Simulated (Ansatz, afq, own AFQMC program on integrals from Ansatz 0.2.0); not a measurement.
AFQMC on a folder of integrals that Ansatz 0.2.0 wrote.

```yaml
crystal:
  periodic: [false, false, false]
  atoms:
    - {symbol: B, position_ang: [-0.636907, 0.000000, 0.404987]}
    - {symbol: C, position_ang: [0.546870, 0.000000, -0.456656]}
    - {symbol: H, position_ang: [0.314812, 0.000000, 1.097721]}
basis:
  gaussian: {orbitals: 6-31G}
magnetization: {spin_polarized: false}
correlation: {method: ccsd_t, electrons: outside_noble_gas, hamiltonian_folder: ham}
```

```sh
$ ansatz run in.yaml --threads 1 --pin off --events-out ev --progress --plain --max-ram 16896MiB --backend cuda --devices 0, --max-vram 18GiB
```

Options of the walk:

```
--method phaseless --trial cisd --walkers 4000 --populations 20 --least-time 60 --time-step 0.005 --steps-per-block 50 --equilibration-blocks 28 --max-blocks 4000 --target-error 0.00017 --factor-cut 1e-05 --seed 7205 --release-times 0.24,0.51,0.99,1.62,2.4 --release-step 0.03 --release-every 3 --taylor-order 6
```

Times are imaginary, in 1/Eh. The walk had a cap of 122 s. With eight or more populations the least sampling time is a fifth of least-time, and the error comes from their spread.

Log:

```
orbitals 18  electrons 4 4  factors 119 of 285
reference energy -62.77456829 Eh
CCSD correlation -0.20497385 Eh in 16 cycles, weight of the determinant in the CISD state 0.7223
energy of the start -62.979552 Eh
 block  time / (1/Eh)  mean weight  energy / Eh
     1     0.250  1.0000  -62.977307
     2     0.500  0.9999  -62.979149
     3     0.750  1.0000  -62.981591
     4     1.000  0.9999  -62.982706
     5     1.250  1.0002  -62.984843
     7     1.750  0.9999  -62.987375
     9     2.250  1.0000  -62.989358
    11     2.750  0.9999  -62.992772
    21     5.250  1.0001  -62.996693
    31     7.750  0.9997  -62.997125
    41    10.250  1.0000  -62.994244
    51    12.750  1.0000  -62.999509
    61    15.250  0.9998  -62.991637
    71    17.750  0.9999  -62.992660
    81    20.250  1.0003  -62.992568
    91    22.750  0.9998  -62.994739
   101    25.250  0.9997  -62.994848
   111    27.750  1.0001  -62.991949
   121    30.250  0.9998  -62.994163
   131    32.750  1.0001  -62.994578
   141    35.250  1.0001  -62.993254
   151    37.750  1.0000  -62.991991
   161    40.250  0.9999  -62.992110
   171    42.750  0.9999  -62.992243
   181    45.250  1.0002  -62.992034
   191    47.750  0.9999  -62.988825
   201    50.250  1.0001  -62.992970
   206    51.500  1.0000  -62.994261
error from the spread of 20 populations
released: time / (1/Eh)  energy / Eh  error  mean overlap
  0.24  -62.994315  0.000151  1.0001
  0.51  -62.995386  0.000108  0.9976
  0.99  -62.995992  0.000157  0.9986
  1.62  -62.996380  0.000147  0.9986
  2.40  -62.996997  0.000239  0.9995
energy -62.993591 +/- 0.000161 Eh
(rows thinned)
```

The run passed its tests (sampling time, drift between the halves within three errors, error under three times the target), which doesn't prove that it has relaxed. The second half of the sampling lies above the first by 2.0 errors of their difference, so the energy may still be moving and its error bar be too small.

Against this walk (error 4.4 meV) on the same determinant: CCSD(T) 163.2 meV lower, CCSDT(Q) 161.1 meV lower, CCSDTQ 133.7 meV lower, full CI 142.1 meV lower. The error is statistical and leaves out the bias of the constraint. The released energies are still falling (meV from the phaseless value at times in 1/Eh: -20 ± 4 at 0.24, -49 ± 3 at 0.51, -65 ± 4 at 0.99, -76 ± 4 at 1.62, -93 ± 7 at 2.40), so they give no level; they do show a bias of the constraint, and the last of them that isn't too noisy lies 49 meV above full CI. Full CI is exact here, so the walk's 142 meV above it is the walk's own error: the bias of the constraint with this trial, or a walk that hasn't relaxed. The determinant is a poor start (see the cautions), so the low cluster orders aren't to be relied on, and full CI is the sure value.

Cautions: constraint bias not in the error; another spin lies lower; restricted determinant unstable towards unrestricted (UHF 2.09 eV lower, ⟨S²⟩ 1.17); the search met a lower determinant of the same kind, perhaps of another symmetry (14 meV lower), and this one is a saddle point; strong correlation (T1 0.095, weight of the determinant 0.72, largest double 0.24); (T) is large, 10 % of the CCSD correlation.

The walk took 52 s on 1 × NVIDIA H100 80GB HBM3 with 2 threads of AMD EPYC 7R13 Processor (Zen 3), on a shared host (the card was shared). The log's last line is the phaseless energy.

CCSDT and higher add their correlation energy to the determinant of the CCSD(T) run, since their own runs factorise the integrals more tightly (a shift of under 2 meV). A walk keeps the symmetry of its determinant, which the program's search chose and which needn't be the lowest solution, so a lower state of the same spin and another symmetry isn't excluded.
